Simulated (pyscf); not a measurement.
**Four-centre exchange: H₂Al–PH₂ + PH₃ -> H₂P–AlH–PH₂ + H₂**

Gas phase, singlet surface, charge 0. Bonds broken: Al2–H5, P7–H8. Bonds formed: Al2–P7, H5–H8. Structures and frequencies: ωB97X-D3(BJ)/def2-SVP in PySCF.

Transition state (Å):

```xyz
10

P     -2.2159    -1.3046     0.4796
Al    -1.2264     0.7003    -0.1310
H     -1.9002    -1.9170    -0.7692
H     -3.5340    -0.9296     0.0858
H     -1.2300     0.9498    -1.8197
H     -1.2708     2.0967     0.5982
P      1.2229     0.0986    -0.6531
H     -0.1983     0.6316    -1.5261
H      1.4434     0.9932     0.4287
H      0.8782    -1.0312     0.1387
```

One imaginary mode, 1264i cm⁻¹; descent along it reached the two sides named, in the forms told below.

```csv
bond,change,reactant side (Å),saddle,product side
Al2–H5,breaks,1.588,1.707,2.375
P7–H8,breaks,1.433,1.751,3.1
Al2–P7,forms,3.2,2.576,2.323
H5–H8,forms,2.480,1.119,0.765
```

Electronic energies relative to the separated reactants (kcal/mol):

| level | barrier | reaction energy | reverse barrier |
|---|---|---|---|
| ωB97X-D3(BJ)/def2-TZVP | 16.8 | -10.2 | 27.0 |
| PBE/def2-TZVP | 12.4 | -8.9 | 21.4 |
| r²SCAN/def2-TZVP | 13.2 | -9.2 | 22.4 |
| B3LYP-D3(BJ)/def2-TZVP | 18.1 | -7.5 | 25.6 |
| PBE0-D3(BJ)/def2-TZVP | 13.2 | -9.2 | 22.4 |
| M06-2X/def2-TZVP | 18.8 | -9.0 | 27.7 |
| ωB97M-D3(BJ)/def2-TZVP | 20.1 | -6.3 | 26.4 |
| HF/def2-TZVP | 40.1 | -0.5 | 40.7 |

With ωB97M-D3(BJ)/def2-TZVP energies and thermal terms (ideal gas, 1 atm, RRHO with modes under 100 cm⁻¹ raised to 100, one conformer, R ln 2 for chiral ones without a mode under 150 cm⁻¹), in kcal/mol:

```csv
T (K),ΔH‡,ΔG‡,ΔH,ΔG
298,20.0,30.4,-7.2,-5.3
600,20.3,40.8,-5.8,-3.9
900,21.0,50.9,-4.9,-3.2
1200,21.7,60.7,-4.3,-2.7
```

On the reactant side the descent ends in a complex (not fully relaxed), 5.3 kcal/mol under the separated species and 22.1 kcal/mol under the saddle at ωB97X-D3(BJ)/def2-TZVP. At the saddle there is also a short Al–H contact that neither side keeps. One saddle was located; it need not be the lowest between these sides.
